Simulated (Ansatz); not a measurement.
**SiHCl+ (doublet): wave-function methods side by side, cc-pVTZ**

One table from this session's results is given with a row withheld; the runs are named, their logs left out.

Computed with Ansatz 0.2.0, Gaussian basis. Level: cc-pVTZ, core rule «outside noble gas», up to 10 orbitals frozen.

The runs, in order: UHF; CCSD(T) on ROHF; CCSD(T) on UHF; BCCD(T) on ROHF; CCSDT(Q) on ROHF; CCSDT(Q) on UHF.

14 further runs of the same task are left out: 8 for a known fault of the program, 6 set aside as unsound or not needed.

## The geometry

The geometry is a PBE0/def2-TZVP stationary point (not a proven minimum) of the parent state, kept for this charge and spin.

3 atoms, charge 1, spin multiplicity 2.

Atoms are counted from 1 here; the program's logs count them from 0.

Bond lengths: Si1–Cl2 2.048 Å, Si1–H3 1.491 Å. Angles: Cl2–Si1–H3 115.5°.

Geometry (Å):

```
Si    0.00000   -0.09712    1.11058
Cl    0.00000    0.04277   -0.93219
H     0.00000    1.20190    1.84316
```

Set-up of the first run:

in.yaml reads:

```yaml
crystal:
  periodic: [false, false, false]
  atoms:
    - {symbol: Si, position_ang: [0.000000, -0.097122, 1.110575]}
    - {symbol: Cl, position_ang: [0.000000, 0.042769, -0.932187]}
    - {symbol: H, position_ang: [0.000000, 1.201899, 1.843159]}
basis:
  gaussian: {orbitals: cc-pVTZ}
total_charge: 1
magnetization: {spin_polarized: true, initial_magnetization: 1}
hamiltonian: {xc: hf}
output: {orbitals: {seedname: orbitals}}
```

The run is started by

```sh
$ ansatz run in.yaml --threads 1 --pin off --events-out ev --progress --plain --max-ram 2816MiB --backend cpu
```

Steps of the session up to this table: UHF; CCSD(T) on ROHF; CCSD(T) on UHF; BCCD(T) on ROHF; CCSDT(Q) on ROHF; CCSDT(Q) on UHF.

One table of the session follows, with a row left open; its other results are not shown here.

| method | from UCCSDT(Q) (kcal/mol) |
| --- | --- |
| ROHF | +191.81 |
| UHF | +189.93 |
| RMP2 | +27.81 |
| UMP2 | +27.47 |
| RCCSD | +9.55 |
| UCCSD | +9.47 |
| RCCSD(T) | +1.28 |
| UCCSD(T) | +1.26 |
| BCCD(T) | +1.24 |
| RCCSDT | +0.52 |
| UCCSDT | +0.50 |
| RCCSDT(Q) | ? |
| UCCSDT(Q) | 0 |

Estimate the missing values for RCCSDT(Q).

The run gave: from UCCSDT(Q) (kcal/mol): +0.11. In the column «from UCCSDT(Q) (kcal/mol)» it lies between UCCSDT(Q) (0) and UCCSDT (+0.50).

Limits of these values: Restricted and unrestricted rows rest on different reference determinants; where their highest levels disagree by more than a few hundredths of an eV, they describe different states and don't form one ladder.
